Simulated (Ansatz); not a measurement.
System: fluorite SrCl2. Method: r²SCANh in Ansatz (PAW).

Run with plane-wave cutoff 520 eV, 6×6×6 k mesh, Fermi–Dirac smearing 0.01 eV, scalar-relativistic PAW data made under PBE.

The cell is scaled about its equilibrium volume:

```
V (Å³/atom)  P (GPa)  direct gap at Γ (eV)  smallest gap on the k mesh (eV)
-----------  -------  --------------------  -------------------------------
27.017          2.19                 7.200                            6.694
27.608          1.21                 7.106                            6.709
28.439          0.01                 6.980                            6.624
29.150         -0.88                 6.875                            6.530
29.861         -1.65                 6.775                            6.439
```

The fundamental gap (6.62 eV at the equilibrium volume, on the SCF mesh) lies elsewhere than Γ–Γ.

Measured, for comparison: band gap 7.5 eV (temperature not stated, not corrected to a static lattice; as tabulated in Aguado et al. (1999), arXiv:cond-mat/9901145).

Spin–orbit coupling is not included.

Ansatz is a program for electronic structure.
